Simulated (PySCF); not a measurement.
NO, SMILES [N]=O (connectivity only; charge and spin as stated), charge +1, multiplicity 1. The structure is a stationary point at PBE-D3(BJ)/def2-TZVPD.

TDA-PBE/def2-TZVPD in PySCF puts the lowest singlet excitations at 9.89, 9.89, 10.69, 11.23, 11.23, 15.63 eV and the lowest triplet (TDA) at 7.35 eV.

**Question.** What are the lowest singlet roots from EOM-CCSD/aug-cc-pVDZ (PySCF)? (An estimate is asked for; the answer gives what the named calculation found.)

**Answer.** 10.16, 10.16, 11.08, 11.47, 11.47, 15.55 eV; triplets 8.05, 8.05, 8.39 eV. S1 differs by 0.27 eV (second minus first; roots are paired by order, and the bases may differ).
